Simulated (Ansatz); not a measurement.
Elements on the sites of an ideal fcc lattice, at a guessed lattice constant:

```
CELL_PARAMETERS angstrom
-3.84906 3.84906 -3.84906
3.84906 3.84906 3.84906
3.84906 -3.84906 -3.84906
ATOMIC_POSITIONS crystal
Co 0.75000 0.75000 0.50000
Cu 0.50000 0.00000 0.50000
Cu 0.25000 0.50000 0.25000
Ru 0.50000 0.25000 0.25000
Os 0.75000 0.50000 0.75000
Os 0.50000 0.75000 0.75000
Os 0.00000 0.50000 0.50000
Os 0.00000 0.00000 0.00000
Os 0.00000 0.75000 0.25000
Os 0.25000 0.75000 0.00000
Pt 0.25000 0.00000 0.75000
Pt 0.00000 0.25000 0.75000
Pt 0.25000 0.25000 0.50000
Pt 0.75000 0.00000 0.25000
Pt 0.75000 0.25000 0.00000
Pt 0.50000 0.50000 0.00000
```

Cell and atoms were relaxed without symmetry on coarser meshes and computed once more. All numbers below come from DFT PBE, scalar-relativistic, plane waves, PAW (Ansatz).

Settings: cutoff 420 eV, Γ-centred mesh 6×6×6 on the computed 16-atom cell, Gaussian smearing of 0.10 eV; collinear spin from starting moments 1.26 0 0 0 0 0 0 0 0 0 0 0 0 0 0 0 μB.

The relaxation ran on 3×3×3 k points with a smearing of 0.1 eV, from sites shaken by 0.02 Å.

What does the relaxation give?

A volume of 14.35 Å³/atom and no gap on the mesh. It lies 0.13 eV/atom above the elements' standard states (static lattices, no corrections for gases). The atoms leave their sites by 0.07 Å (root mean square) and 0.12 Å at most, and the cell stretches by up to 0.7 % at fixed volume. One magnetic start was tried.

```
Co Cu Ru Os Pt
1.0
    -3.85037    3.86242   -3.87045
     3.88258    3.87205    3.84786
     3.83028   -3.83983   -3.82777
Co Cu Ru Os Pt
1 2 1 6 6
Direct
  0.75912 0.74845 0.50839
  0.49600 0.98921 0.49472
  0.25872 0.51343 0.25620
  0.50385 0.24990 0.25406
  0.75903 0.51847 0.74676
  0.50506 0.74526 0.75051
  0.99577 0.51233 0.50445
  0.99225 0.98333 0.98782
  0.99618 0.74369 0.24310
  0.24320 0.75829 0.99157
  0.24235 0.99293 0.74202
  0.99646 0.25005 0.75001
  0.25040 0.25345 0.48745
  0.74948 0.00005 0.24841
  0.75244 0.25145 0.99769
  0.50370 0.50571 0.01259
```

The final mesh leaves forces up to 0.10 eV/Å and stresses up to 0.3 GPa: the relaxation ran on a coarser mesh, so the cell's shape, its bonds and its energy belong partly to that mesh.

Spin-orbit coupling is left out, which matters for the bands of heavy elements.

Cost: 2 runs of about 74 core-minutes in all (earlier runs that led there not counted), on Intel Xeon 6975P-C (Granite Rapids) (shared hosts).